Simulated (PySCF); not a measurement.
# CH3CH2CHFCH3: NMR shifts at several levels of theory, part 2 of 2

PySCF 2.14.0. Atoms count from 0.

## Step 9: NMR shieldings: KT2/pcSseg-1

The job: settings as JSON, then the geometry in Å.

```
{"job": {"kind": "nmr", "xc": "KT2", "basis": "pcSseg-1", "pop": false}, "charge": 0, "multiplicity": 1}
C      1.905044    -0.278822    -0.275400
C      0.634226     0.337238     0.284140
C     -0.628837    -0.274572    -0.290230
C     -1.903149     0.316212     0.265513
F     -0.622011    -1.635440    -0.021268
H      1.979110    -0.124681    -1.363968
H      1.920449    -1.362510    -0.090342
H      2.801780     0.160103     0.186093
H      0.610171     1.422733     0.089451
H      0.602614     0.216324     1.381000
H     -0.616281    -0.172920    -1.392458
H     -1.970433     1.388549     0.029747
H     -2.780552    -0.189467    -0.162194
H     -1.934631     0.197945     1.359452
```

Method: GIAO KT2/pcSseg-1 NMR shielding, non-relativistic, gas phase.

Output:

```text
coarse grid: 11016 points
cycle   1  E = -261.5382782491  dE =  2.151e-01  |g| = 7.095e-01  |ddm| = 3.024e+00
cycle   2  E = -261.3758597763  dE =  1.624e-01  |g| = 1.196e+00  |ddm| = 1.679e+00
cycle   3  E = -261.6354157621  dE = -2.596e-01  |g| = 1.432e-01  |ddm| = 1.197e+00
cycle   4  E = -261.6393757898  dE = -3.960e-03  |g| = 4.107e-02  |ddm| = 1.386e-01
cycle   5  E = -261.6397410848  dE = -3.653e-04  |g| = 7.247e-03  |ddm| = 3.565e-02
cycle   6  E = -261.6397509453  dE = -9.861e-06  |g| = 3.141e-03  |ddm| = 8.935e-03
final grid: 104784 points
cycle   7  E = -261.6830910788  dE = -1.672e-04  |g| = 2.355e-02  |ddm| = 4.122e-02
cycle   8  E = -261.6828690371  dE =  2.220e-04  |g| = 4.309e-02  |ddm| = 4.408e-02
cycle   9  E = -261.6831840452  dE = -3.150e-04  |g| = 2.468e-03  |ddm| = 3.060e-02
cycle  10  E = -261.6831852736  dE = -1.228e-06  |g| = 4.645e-04  |ddm| = 2.115e-03
cycle  11  E = -261.6831853283  dE = -5.472e-08  |g| = 5.644e-05  |ddm| = 4.186e-04
cycle  12  E = -261.6831853290  dE = -7.141e-10  |g| = 1.693e-05  |ddm| = 7.463e-05
converged SCF energy = -261.6831853290

GIAO shielding tensors (ppm)
atom      isotropic    diamagn.    paramagn.     s11        s22        s33       span
  0 C      170.638     246.481     -75.843    157.143    169.880    184.892     27.749
  1 C      148.499     250.869    -102.369    136.815    140.965    167.718     30.903
  2 C       91.181     244.579    -153.398     58.930     78.420    136.193     77.263
  3 C      159.720     248.777     -89.057    142.538    151.480    185.142     42.604
  4 F      364.135     476.439    -112.304    338.205    362.778    391.421     53.216
  5 H       30.405      29.409       0.996     26.534     28.125     36.555     10.021
  6 H       29.707      29.457       0.250     25.128     29.083     34.910      9.782
  7 H       30.141      28.049       2.092     25.748     27.700     36.977     11.229
  8 H       29.956      32.043      -2.087     25.138     30.136     34.596      9.458
  9 H       29.816      31.887      -2.071     25.873     29.919     33.656      7.783
 10 H       26.831      31.367      -4.536     25.131     25.649     29.712      4.581
 11 H       30.244      29.627       0.618     26.428     28.359     35.946      9.518
 12 H       29.553      28.231       1.322     25.884     27.127     35.647      9.762
 13 H       30.000      29.745       0.256     26.895     28.596     34.510      7.615
```

Run time: 22 s. Hardware: 1 thread of Intel Xeon Platinum 8259CL at 2.50GHz, shared host; peak memory 0.64 GiB.

In short: δ C2 92.0, C1 34.7, C3 23.5, C0 12.6, H10 4.35, H9 1.36 ppm.

## Step 10: Nuclear shieldings: KT3/pcSseg-1

The job, as its differences from that of step 9:

```diff
@@ -1,2 +1,2 @@
-{"job": {"kind": "nmr", "xc": "KT2", "basis": "pcSseg-1", "pop": false}, "charge": 0, "multiplicity": 1}
+{"job": {"kind": "nmr", "xc": "KT3", "basis": "pcSseg-1", "pop": false}, "charge": 0, "multiplicity": 1}
 C      1.905044    -0.278822    -0.275400
```

Level: GIAO KT3/pcSseg-1 NMR shielding, non-relativistic, gas phase.

Output:

```text
coarse grid: 11016 points
cycle   1  E = -261.2539654288  dE =  1.932e-01  |g| = 7.224e-01  |ddm| = 3.035e+00
cycle   2  E = -261.0889335391  dE =  1.650e-01  |g| = 1.200e+00  |ddm| = 1.760e+00
cycle   3  E = -261.3562172310  dE = -2.673e-01  |g| = 1.369e-01  |ddm| = 1.238e+00
cycle   4  E = -261.3598219825  dE = -3.605e-03  |g| = 4.306e-02  |ddm| = 1.371e-01
cycle   5  E = -261.3602241542  dE = -4.022e-04  |g| = 7.189e-03  |ddm| = 3.660e-02
cycle   6  E = -261.3602339439  dE = -9.790e-06  |g| = 3.053e-03  |ddm| = 8.942e-03
final grid: 104784 points
cycle   7  E = -261.3961331459  dE = -1.761e-04  |g| = 1.947e-02  |ddm| = 4.156e-02
cycle   8  E = -261.3960102442  dE =  1.229e-04  |g| = 3.411e-02  |ddm| = 3.631e-02
cycle   9  E = -261.3961861849  dE = -1.759e-04  |g| = 1.750e-03  |ddm| = 2.497e-02
cycle  10  E = -261.3961868172  dE = -6.323e-07  |g| = 4.961e-04  |ddm| = 1.670e-03
cycle  11  E = -261.3961868752  dE = -5.797e-08  |g| = 7.431e-05  |ddm| = 5.714e-04
cycle  12  E = -261.3961868766  dE = -1.381e-09  |g| = 1.729e-05  |ddm| = 9.304e-05
cycle  13  E = -261.3961868766  dE = -5.878e-11  |g| = 7.323e-06  |ddm| = 2.075e-05
converged SCF energy = -261.3961868766

GIAO shielding tensors (ppm)
atom      isotropic    diamagn.    paramagn.     s11        s22        s33       span
  0 C      168.861     245.654     -76.792    155.754    167.733    183.098     27.344
  1 C      147.829     249.885    -102.055    136.686    140.805    165.996     29.310
  2 C       91.766     244.033    -152.267     60.136     79.430    135.732     75.596
  3 C      158.887     247.853     -88.966    142.702    150.573    183.386     40.684
  4 F      365.653     476.306    -110.653    338.343    367.345    391.269     52.926
  5 H       30.526      29.537       0.989     26.769     28.299     36.509      9.740
  6 H       29.838      29.569       0.269     25.362     29.253     34.899      9.537
  7 H       30.280      28.158       2.122     26.019     27.893     36.929     10.910
  8 H       30.087      32.103      -2.016     25.356     30.258     34.648      9.292
  9 H       29.945      31.959      -2.013     26.051     30.054     33.731      7.680
 10 H       27.013      31.494      -4.480     25.335     25.827     29.878      4.543
 11 H       30.366      29.729       0.637     26.624     28.538     35.937      9.313
 12 H       29.716      28.314       1.402     26.148     27.362     35.638      9.490
 13 H       30.140      29.842       0.299     27.085     28.782     34.554      7.469
```

It took 22 s on 1 thread of Intel Xeon Platinum 8259CL at 2.50GHz, shared host; peak memory 0.64 GiB.

Key values: δ C2 90.5, C1 34.5, C3 23.4, C0 13.4, H10 4.31, H9 1.37 ppm.

## Step 11: Shielding tensors: B97-D/pcSseg-1

The job, as its differences from that of step 10:

```diff
@@ -1,2 +1,2 @@
-{"job": {"kind": "nmr", "xc": "KT3", "basis": "pcSseg-1", "pop": false}, "charge": 0, "multiplicity": 1}
+{"job": {"kind": "nmr", "xc": "B97-D", "basis": "pcSseg-1", "pop": false}, "charge": 0, "multiplicity": 1}
 C      1.905044    -0.278822    -0.275400
```

Level: GIAO B97-D/pcSseg-1 NMR shielding, non-relativistic, gas phase.

Output:

```text
coarse grid: 11016 points
cycle   1  E = -257.3718362077  dE =  1.628e-01  |g| = 6.751e-01  |ddm| = 3.053e+00
cycle   2  E = -257.2348331812  dE =  1.370e-01  |g| = 1.105e+00  |ddm| = 1.495e+00
cycle   3  E = -257.4640964770  dE = -2.293e-01  |g| = 1.241e-01  |ddm| = 1.003e+00
cycle   4  E = -257.4668279669  dE = -2.731e-03  |g| = 4.048e-02  |ddm| = 1.151e-01
cycle   5  E = -257.4671649306  dE = -3.370e-04  |g| = 5.723e-03  |ddm| = 3.227e-02
cycle   6  E = -257.4671705146  dE = -5.584e-06  |g| = 2.818e-03  |ddm| = 7.044e-03
final grid: 104784 points
cycle   7  E = -257.4949451342  dE = -8.166e-05  |g| = 1.620e-02  |ddm| = 3.144e-02
cycle   8  E = -257.4948495401  dE =  9.559e-05  |g| = 2.910e-02  |ddm| = 2.832e-02
cycle   9  E = -257.4949852447  dE = -1.357e-04  |g| = 1.665e-03  |ddm| = 1.977e-02
cycle  10  E = -257.4949857616  dE = -5.170e-07  |g| = 4.183e-04  |ddm| = 1.324e-03
cycle  11  E = -257.4949858041  dE = -4.246e-08  |g| = 4.221e-05  |ddm| = 3.747e-04
cycle  12  E = -257.4949858045  dE = -4.072e-10  |g| = 1.531e-05  |ddm| = 5.892e-05
converged SCF energy = -257.4949858045

GIAO shielding tensors (ppm)
atom      isotropic    diamagn.    paramagn.     s11        s22        s33       span
  0 C      165.689     245.306     -79.617    152.541    164.811    179.714     27.172
  1 C      144.226     249.670    -105.443    133.104    136.713    162.862     29.757
  2 C       86.103     243.522    -157.419     52.975     72.940    132.394     79.419
  3 C      155.113     247.523     -92.410    138.498    146.926    179.914     41.416
  4 F      370.204     475.813    -105.609    346.926    369.424    394.263     47.337
  5 H       30.580      29.540       1.040     26.854     28.391     36.496      9.642
  6 H       29.884      29.542       0.342     25.449     29.351     34.853      9.403
  7 H       30.360      28.182       2.178     26.140     27.999     36.942     10.802
  8 H       30.174      32.082      -1.908     25.487     30.414     34.621      9.134
  9 H       29.998      31.952      -1.954     26.129     30.171     33.696      7.567
 10 H       27.017      31.348      -4.330     25.407     25.848     29.798      4.391
 11 H       30.446      29.739       0.708     26.754     28.660     35.926      9.172
 12 H       29.766      28.323       1.443     26.239     27.471     35.586      9.347
 13 H       30.168      29.848       0.320     27.144     28.864     34.496      7.351
```

Wall time 21 s (1 thread of Intel Xeon Platinum 8259CL at 2.50GHz, shared host); peak memory 0.64 GiB.

In short: δ C2 93.1, C1 34.9, C3 24.1, C0 13.5, H10 4.39, H9 1.41 ppm.

## Step 12: Shielding tensors: B3LYP/pcSseg-1

The job, as its differences from that of step 11:

```diff
@@ -1,2 +1,2 @@
-{"job": {"kind": "nmr", "xc": "B97-D", "basis": "pcSseg-1", "pop": false}, "charge": 0, "multiplicity": 1}
+{"job": {"kind": "nmr", "xc": "B3LYP", "basis": "pcSseg-1", "pop": false}, "charge": 0, "multiplicity": 1}
 C      1.905044    -0.278822    -0.275400
```

Method: GIAO B3LYP/pcSseg-1 NMR shielding, non-relativistic, gas phase.

Output:

```text
coarse grid: 11016 points
cycle   1  E = -257.5642258448  dE =  2.445e-01  |g| = 5.828e-01  |ddm| = 3.001e+00
cycle   2  E = -257.5195253522  dE =  4.470e-02  |g| = 8.014e-01  |ddm| = 1.005e+00
cycle   3  E = -257.6311566109  dE = -1.116e-01  |g| = 7.970e-02  |ddm| = 5.931e-01
cycle   4  E = -257.6321815688  dE = -1.025e-03  |g| = 3.050e-02  |ddm| = 6.803e-02
cycle   5  E = -257.6323735071  dE = -1.919e-04  |g| = 3.479e-03  |ddm| = 2.386e-02
cycle   6  E = -257.6323755439  dE = -2.037e-06  |g| = 1.321e-03  |ddm| = 3.327e-03
final grid: 104784 points
cycle   7  E = -257.6754249461  dE = -2.868e-05  |g| = 8.147e-03  |ddm| = 2.181e-02
cycle   8  E = -257.6754112704  dE =  1.368e-05  |g| = 1.195e-02  |ddm| = 1.324e-02
cycle   9  E = -257.6754387886  dE = -2.752e-05  |g| = 9.183e-04  |ddm| = 7.845e-03
cycle  10  E = -257.6754389405  dE = -1.519e-07  |g| = 1.478e-04  |ddm| = 7.404e-04
cycle  11  E = -257.6754389444  dE = -3.976e-09  |g| = 3.043e-05  |ddm| = 1.136e-04
cycle  12  E = -257.6754389446  dE = -1.851e-10  |g| = 1.334e-05  |ddm| = 3.342e-05
converged SCF energy = -257.6754389446

GIAO shielding tensors (ppm)
atom      isotropic    diamagn.    paramagn.     s11        s22        s33       span
  0 C      166.409     244.767     -78.357    153.029    165.902    180.296     27.267
  1 C      144.261     248.949    -104.688    133.051    136.324    163.408     30.357
  2 C       85.927     242.771    -156.844     53.032     72.596    132.155     79.123
  3 C      155.063     246.911     -91.847    137.621    147.173    180.397     42.776
  4 F      378.434     476.143     -97.709    357.121    377.073    401.109     43.987
  5 H       30.553      29.404       1.150     26.699     28.322     36.639      9.940
  6 H       29.858      29.382       0.477     25.284     29.305     34.986      9.702
  7 H       30.336      28.124       2.213     25.990     27.886     37.134     11.144
  8 H       30.228      31.942      -1.714     25.436     30.410     34.839      9.403
  9 H       29.993      31.787      -1.795     26.020     30.138     33.819      7.799
 10 H       27.128      31.208      -4.080     25.495     25.962     29.927      4.433
 11 H       30.465      29.597       0.868     26.685     28.615     36.095      9.409
 12 H       29.726      28.231       1.495     26.069     27.379     35.730      9.661
 13 H       30.123      29.674       0.449     26.969     28.775     34.624      7.655
```

It took 13 s on 1 thread of Intel Xeon Platinum 8259CL at 2.50GHz, shared host; peak memory 0.67 GiB.

Key values: δ C2 93.3, C1 35.0, C3 24.2, C0 12.8, H10 4.25, H9 1.39 ppm.

## Step 13: Shielding tensors: PBE0/pcSseg-1

The job, as its differences from that of step 12:

```diff
@@ -1,2 +1,2 @@
-{"job": {"kind": "nmr", "xc": "B3LYP", "basis": "pcSseg-1", "pop": false}, "charge": 0, "multiplicity": 1}
+{"job": {"kind": "nmr", "xc": "PBE0", "basis": "pcSseg-1", "pop": false}, "charge": 0, "multiplicity": 1}
 C      1.905044    -0.278822    -0.275400
```

With the program's defaults for keys left out, this is: GIAO PBE0/pcSseg-1 NMR shielding, non-relativistic, gas phase.

Output:

```text
coarse grid: 11016 points
cycle   1  E = -257.2817233755  dE =  2.679e-01  |g| = 5.283e-01  |ddm| = 2.973e+00
cycle   2  E = -257.2572658645  dE =  2.446e-02  |g| = 6.855e-01  |ddm| = 8.458e-01
cycle   3  E = -257.3367906138  dE = -7.952e-02  |g| = 6.585e-02  |ddm| = 4.822e-01
cycle   4  E = -257.3374955593  dE = -7.049e-04  |g| = 2.639e-02  |ddm| = 5.616e-02
cycle   5  E = -257.3376417705  dE = -1.462e-04  |g| = 2.936e-03  |ddm| = 2.105e-02
cycle   6  E = -257.3376432694  dE = -1.499e-06  |g| = 9.994e-04  |ddm| = 2.665e-03
final grid: 104784 points
cycle   7  E = -257.3735337139  dE = -3.297e-05  |g| = 8.570e-03  |ddm| = 2.308e-02
cycle   8  E = -257.3735241325  dE =  9.581e-06  |g| = 1.123e-02  |ddm| = 1.401e-02
cycle   9  E = -257.3735509735  dE = -2.684e-05  |g| = 1.056e-03  |ddm| = 7.664e-03
cycle  10  E = -257.3735511561  dE = -1.826e-07  |g| = 1.693e-04  |ddm| = 8.045e-04
cycle  11  E = -257.3735511605  dE = -4.434e-09  |g| = 3.207e-05  |ddm| = 1.186e-04
cycle  12  E = -257.3735511607  dE = -2.022e-10  |g| = 1.320e-05  |ddm| = 3.478e-05
converged SCF energy = -257.3735511607

GIAO shielding tensors (ppm)
atom      isotropic    diamagn.    paramagn.     s11        s22        s33       span
  0 C      172.166     245.770     -73.604    159.167    171.885    185.446     26.279
  1 C      151.008     249.676     -98.669    139.842    143.516    169.665     29.823
  2 C       93.488     243.257    -149.769     60.615     80.061    139.787     79.171
  3 C      160.887     247.809     -86.922    143.804    153.566    185.292     41.488
  4 F      382.926     475.540     -92.614    364.424    381.369    402.984     38.560
  5 H       30.460      29.228       1.232     26.404     28.129     36.846     10.442
  6 H       29.773      29.189       0.584     24.996     29.132     35.190     10.195
  7 H       30.240      28.111       2.129     25.683     27.643     37.394     11.711
  8 H       30.157      31.810      -1.653     25.172     30.199     35.102      9.930
  9 H       29.890      31.633      -1.743     25.736     29.932     34.002      8.266
 10 H       27.046      31.063      -4.017     25.343     25.835     29.961      4.618
 11 H       30.384      29.408       0.975     26.429     28.414     36.309      9.880
 12 H       29.610      28.208       1.402     25.745     27.147     35.938     10.193
 13 H       30.011      29.462       0.550     26.666     28.567     34.801      8.135
```

Run time: 13 s. Hardware: 1 thread of Intel Xeon Platinum 8259CL at 2.50GHz, shared host; peak memory 0.67 GiB.

This run: δ C2 90.9, C1 33.4, C3 23.5, C0 12.2, H10 4.22, H9 1.38 ppm.

## Step 14: NMR shieldings: mPW1PW91/pcSseg-1

The job, as its differences from that of step 13:

```diff
@@ -1,2 +1,2 @@
-{"job": {"kind": "nmr", "xc": "PBE0", "basis": "pcSseg-1", "pop": false}, "charge": 0, "multiplicity": 1}
+{"job": {"kind": "nmr", "xc": "mPW1PW91", "basis": "pcSseg-1", "pop": false}, "charge": 0, "multiplicity": 1}
 C      1.905044    -0.278822    -0.275400
```

Method: GIAO mPW1PW91/pcSseg-1 NMR shielding, non-relativistic, gas phase.

Output:

```text
coarse grid: 11016 points
cycle   1  E = -257.5135238198  dE =  2.675e-01  |g| = 5.398e-01  |ddm| = 2.976e+00
cycle   2  E = -257.4875626365  dE =  2.596e-02  |g| = 7.031e-01  |ddm| = 8.585e-01
cycle   3  E = -257.5702336616  dE = -8.267e-02  |g| = 6.765e-02  |ddm| = 4.920e-01
cycle   4  E = -257.5709897052  dE = -7.560e-04  |g| = 2.648e-02  |ddm| = 5.769e-02
cycle   5  E = -257.5711382830  dE = -1.486e-04  |g| = 2.969e-03  |ddm| = 2.109e-02
cycle   6  E = -257.5711398147  dE = -1.532e-06  |g| = 1.005e-03  |ddm| = 2.708e-03
final grid: 104784 points
cycle   7  E = -257.6077128828  dE = -3.543e-05  |g| = 6.464e-03  |ddm| = 2.215e-02
cycle   8  E = -257.6077072486  dE =  5.634e-06  |g| = 8.606e-03  |ddm| = 1.054e-02
cycle   9  E = -257.6077224785  dE = -1.523e-05  |g| = 7.596e-04  |ddm| = 5.746e-03
cycle  10  E = -257.6077225758  dE = -9.729e-08  |g| = 1.599e-04  |ddm| = 6.121e-04
cycle  11  E = -257.6077225799  dE = -4.093e-09  |g| = 2.669e-05  |ddm| = 1.113e-04
cycle  12  E = -257.6077225800  dE = -1.439e-10  |g| = 1.017e-05  |ddm| = 2.796e-05
converged SCF energy = -257.6077225800

GIAO shielding tensors (ppm)
atom      isotropic    diamagn.    paramagn.     s11        s22        s33       span
  0 C      171.116     245.735     -74.619    158.265    170.864    184.219     25.954
  1 C      150.261     249.825     -99.564    139.177    142.885    168.721     29.545
  2 C       92.733     243.480    -150.746     59.707     79.279    139.214     79.507
  3 C      159.945     247.751     -87.806    143.007    152.739    184.089     41.082
  4 F      383.656     475.769     -92.113    365.526    382.659    402.784     37.258
  5 H       30.504      29.284       1.220     26.476     28.194     36.842     10.366
  6 H       29.819      29.240       0.579     25.072     29.190     35.196     10.124
  7 H       30.292      28.145       2.147     25.773     27.707     37.396     11.623
  8 H       30.217      31.893      -1.676     25.264     30.249     35.137      9.874
  9 H       29.938      31.715      -1.777     25.806     29.980     34.028      8.222
 10 H       27.109      31.149      -4.040     25.426     25.899     30.000      4.574
 11 H       30.433      29.461       0.972     26.501     28.475     36.323      9.821
 12 H       29.660      28.240       1.420     25.819     27.220     35.940     10.122
 13 H       30.052      29.510       0.543     26.721     28.620     34.816      8.095
```

Run time: 13 s. Hardware: 1 thread of Intel Xeon Platinum 8259CL at 2.50GHz, shared host; peak memory 0.67 GiB.

In short: δ C2 90.8, C1 33.3, C3 23.6, C0 12.4, H10 4.21, H9 1.38 ppm.

## Step 15: Side by side: NMR shifts

Shifts (ppm) of some atoms, chosen among heavy atoms and hydrogens apart, with basis size and wall time (the measured row can stand on another reference than the computed rows):

| run | C2 | C1 | C3 | C0 | H10 | H8 | F4 | functions | time |
| --- | --- | --- | --- | --- | --- | --- | --- | --- | --- |
| HF/pcSseg-1 | 81.4 | 30.1 | 22.7 | 12.3 | 3.87 | 0.89 | -172.2 | 130 | 5.3 s |
| LDA/pcSseg-1 | 98.0 | 35.5 | 23.6 | 10.7 | 4.53 | 1.26 | -227.7 | 130 | 16 s |
| PBE/pcSseg-1 | 94.8 | 35.3 | 24.0 | 12.5 | 4.41 | 1.24 | -220.8 | 130 | 22 s |
| BLYP/pcSseg-1 | 96.5 | 36.7 | 24.7 | 13.3 | 4.40 | 1.26 | -218.3 | 130 | 21 s |
| BP86/pcSseg-1 | 94.8 | 35.2 | 24.2 | 12.7 | 4.41 | 1.22 | -222.8 | 130 | 20 s |
| OPBE/pcSseg-1 | 89.8 | 33.0 | 23.0 | 12.8 | 4.37 | 1.21 | -215.1 | 130 | 23 s |
| KT2/pcSseg-1 | 92.0 | 34.7 | 23.5 | 12.6 | 4.35 | 1.22 | -225.6 | 130 | 22 s |
| KT3/pcSseg-1 | 90.5 | 34.5 | 23.4 | 13.4 | 4.31 | 1.23 | -216.2 | 130 | 22 s |
| B97-D/pcSseg-1 | 93.1 | 34.9 | 24.1 | 13.5 | 4.39 | 1.24 | -215.4 | 130 | 21 s |
| B3LYP/pcSseg-1 | 93.3 | 35.0 | 24.2 | 12.8 | 4.25 | 1.15 | -206.5 | 130 | 13 s |
| PBE0/pcSseg-1 | 90.9 | 33.4 | 23.5 | 12.2 | 4.22 | 1.11 | -205.7 | 130 | 13 s |
| mPW1PW91/pcSseg-1 | 90.8 | 33.3 | 23.6 | 12.4 | 4.21 | 1.10 | -205.8 | 130 | 13 s |
| measured | – | – | – | – | – | – | -173.2 | – | – |

Measured: G. Saielli, R. Bini, A. Bagno, Computational 19F NMR. 2. Organic compounds, RSC Adv. 2014, ESI (exp. from Berger-Braun-Kalinowski 1994 and Everett 1995).

## Step 16: Summary of results

This closing draws on all 2 parts.

```
                                                            quantity                             value
                                                         point group                                C1
                                rotational constants (main isotopes)              8.26, 3.48, 2.70 GHz
                                ¹³C shifts against TMS (HF/pcSseg-1)        81.4, 30.1, 22.7, 12.3 ppm
¹H shifts against TMS (HF/pcSseg-1, means over atoms taken as alike)  3.87, 1.35, 1.33, 1.19, 0.89 ppm
                              ¹⁹F shifts against CFCl3 (HF/pcSseg-1)                        -172.2 ppm
                            measured, and computed on the same scale           F4 δ -173.2, -172.2 ppm
                                            range of the shift of F4              -227.7 to -172.2 ppm
```

In words: Single values in the summary come from the first run of each kind that ended normally (HF/pcSseg-1), which need not be the best level. Over 3 steps the energy fell by 0.043 eV; of the close pairs, C2–F4 changed most, 1.363 to 1.387 Å. No frequency check was run at this level, so the end point may be a saddle. C2 (sp3 CH bonded to F) lies farthest downfield among carbon, at 81.4 ppm; deshielded by the electronegative neighbour. H10 (hydrogen on an sp3 CH bonded to F) lies farthest downfield among hydrogen, at 3.87 ppm; its carbon carries F, which withdraws density. At HF/pcSseg-1: The widest tensor belongs to C2: span 72 ppm, with a paramagnetic part of -132 ppm. The one measured ¹⁹F shift is missed by +1.0 ppm (computed less measured, unscaled). Vibration, temperature and solvent are missing from the calculation, and it holds one conformer, so part of the miss against the measured shifts is not the functional's. Across the 12 runs the shift of F4 moves most, between -227.7 (LDA/pcSseg-1) and -172.2 ppm (HF/pcSseg-1). For the one measured ¹⁹F shift, HF/pcSseg-1 misses least (0.96 ppm, 5.3 s) and LDA/pcSseg-1 most (54.53 ppm, 16 s). One molecule ranks no method: errors cancel, and vibration and temperature are missing from all runs.
